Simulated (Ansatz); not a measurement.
Input file:

```yaml
crystal:
  periodic: [false, false, false]
  atoms:
    - {symbol: H, position_ang: [0.000000, 0.000000, -1.357333]}
    - {symbol: H, position_ang: [0.000000, 0.000000, -0.041333]}
    - {symbol: Si, position_ang: [0.000000, 0.000000, 1.398667]}
basis:
  gaussian: {orbitals: cc-pVTZ}
magnetization: {spin_polarized: false, initial_magnetization: 2}
correlation: {method: bccd_t, electrons: outside_noble_gas}
```

```sh
$ ansatz run in.yaml --threads 1 --pin off --events-out ev --progress --plain --max-ram 2880MiB --backend cpu
```

The program prints:

```
355 factors; integrals over basis functions are off by at most 1.8e-3 eV
mean field evaluation 1: about -7887.7957 eV, gradient 7.6e0 eV
mean field evaluation 2: about -7887.7995 eV, gradient 7.6e0 eV
mean field evaluation 4: about -7888.7964 eV, gradient 2.2e0 eV
mean field evaluation 8: about -7888.9491 eV, gradient 5.5e-4 eV
mean field evaluation 16: about -7888.9460 eV, gradient 2.0e-1 eV
mean field evaluation 32: about -7888.9491 eV, gradient 3.0e-6 eV
mean field evaluation 64: about -7887.1361 eV, gradient 3.0e0 eV
mean field evaluation 96: about -7883.3844 eV, gradient 2.3e-3 eV
mean field evaluation 128: about -7888.9490 eV, gradient 5.3e-2 eV
mean field -7888.94907579 eV, -289.9135312137 hartree, gradient 8.2e-6 eV, S^2 2.000000; 6 other end points of the search recorded, 0 dependent functions left out
mean field evaluation 160: about -7889.1364 eV, gradient 4.0e-1 eV
mean field evaluation 192: about -7888.5559 eV, gradient 7.0e-2 eV
determinant -7888.94907579 eV, -289.9135312137 hartree, with singles and doubles -7892.32407170 eV, -290.0375600255 hartree
determinant -7887.23872808 eV, -289.8506770947 hartree, with singles and doubles -7891.55173997 eV, -290.0091773581 hartree
5 core orbitals not correlated: weight in the atoms' cores, before any rotation towards them, 1.000 or more for the frozen orbitals, at most 0.000 for the correlated occupied ones
reference -7888.94907579 eV, -289.9135312137 hartree; 4, 2 occupied and 53, 55 virtual orbitals, 355 factors
second order -2.50066665 eV of doubles, -0.10633590 eV of singles
cycle   1  -3.29880989 eV  change   -2.0e-1 eV  update   2.1e-2
cycle   2  -3.30274427 eV  change   -3.9e-3 eV  update   6.1e-3
cycle   3  -3.30361695 eV  change   -8.7e-4 eV  update   3.2e-3
cycle   4  -3.30456857 eV  change   -9.5e-4 eV  update   1.5e-3
cycle   5  -3.30454295 eV  change    2.6e-5 eV  update   6.7e-4
cycle   6  -3.30458780 eV  change   -4.5e-5 eV  update   2.3e-4
cycle   7  -3.30467595 eV  change   -8.8e-5 eV  update   9.7e-5
cycle   8  -3.30468563 eV  change   -9.7e-6 eV  update   3.9e-5
cycle   9  -3.30468160 eV  change    4.0e-6 eV  update   1.5e-5
cycle  10  -3.30468254 eV  change   -9.3e-7 eV  update   4.9e-6
perturbative correction -0.10371491 eV, -0.0038114527 hartree
Total energy: -7892.35747324 eV, -290.0387875096 hartree
```

For the same geometry and basis full CI lies 29.3 meV lower.

Ran on 1 thread of AMD EPYC 7R13, shared host: 2.3 s wall, 0.19 GiB peak host memory.
